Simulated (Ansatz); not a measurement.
A displaced shape of singlet MgO:

```yaml
atoms:
  - { symbol: Mg, position_ang: [-0.0087, -0.0404, -0.6710] }
  - { symbol: O, position_ang: [-0.0232, 0.0156, 1.0072] }
```

It was optimised with PBE0/def2-SVP in Ansatz (development build ahead of 0.2.0) to forces under 0.001 eV/Å, with restricted orbitals. Each step stands on the lowest determinant of that kind that the program's search found.

(1) What shape does it relax to, and how does the optimisation go?

Results:

(1)

```tsv
atom	x (Å)	y (Å)	z (Å)
Mg	-0.0085	-0.0416	-0.7052
O	-0.0235	0.0168	1.0414
```

Bond lengths: Mg1–O2 1.748 Å.

```tsv
step	E − E(start) (eV)	largest force (eV/Å)
1	0.0000	1.9401
2	-0.0431	1.0305
3	-0.0625	0.1043
4	-0.0627	0.0036
5	-0.0627	0.0000
```

The optimisation ended after 5 steps with its threshold met. Caution: near this shape an unrestricted determinant lies lower.
